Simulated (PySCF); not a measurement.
Isomers of C4H12N2, from PBE0-D3(BJ)/def2-SVP geometry optimisation, gas phase (PySCF 2.14.0). One conformer each, no zero-point energy, no frequencies.

Problem. Which isomer lies lowest at this level?
A. `[CH3:1][N:2]([CH3:3])[CH2:4][CH2:5][NH2:6]` with C1–N2–C4–C5 -159°, N2–C4–C5–N6 56°, C4–C5–N6–H 66° and -47°: A = 5762, B = 2168, C = 1988 MHz, dipole 1.77 D
B. `[CH3:1][CH2:2][CH2:3][CH2:4][NH:5][NH2:6]` with C1–C2–C3–C4 -179°, C2–C3–C4–N5 -60°, C3–C4–N5–N6 -60°, C4–N5–N6–H 90° and -150° (butylhydrazine): A = 6858, B = 1708, C = 1565 MHz, dipole 1.76 D
C. `[CH3:1][CH:2]([CH2:3][NH2:4])[CH2:5][NH2:6]` with C1–C2–C3–N4 60°, C2–C3–N4–H -174° and 68°, C1–C2–C5–N6 -59°, C2–C5–N6–H -56° and 62°: A = 6935, B = 1899, C = 1634 MHz, dipole 1.60 D
D. `[CH3:1][C:2]([CH3:3])([CH3:4])[NH:5][NH2:6]` with C2–N5–N6–H 36° and -85° (tert-butylhydrazine): A = 4408, B = 2690, C = 2685 MHz, dipole 1.53 D

Solution. C. That is `CC(CN)CN`, 8.6 kcal/mol below the next.

| SMILES | mapped SMILES | E (Eh) | relative (kcal/mol) | relative (kJ/mol) | dipole (D) |
| --- | --- | --- | --- | --- | --- |
| CC(CN)CN | [CH3:1][CH:2]([CH2:3][NH2:4])[CH2:5][NH2:6] | -268.64048 | 0.0 | 0.0 | 1.60 |
| CN(C)CCN | [CH3:1][N:2]([CH3:3])[CH2:4][CH2:5][NH2:6] | -268.62669 | 8.6 | 36.2 | 1.77 |
| CC(C)(C)NN | [CH3:1][C:2]([CH3:3])([CH3:4])[NH:5][NH2:6] | -268.61734 | 14.5 | 60.8 | 1.53 |
| CCCCNN | [CH3:1][CH2:2][CH2:3][CH2:4][NH:5][NH2:6] | -268.60948 | 19.4 | 81.4 | 1.76 |

As drawn, the highest has an N–N linkage, which the lowest lacks.
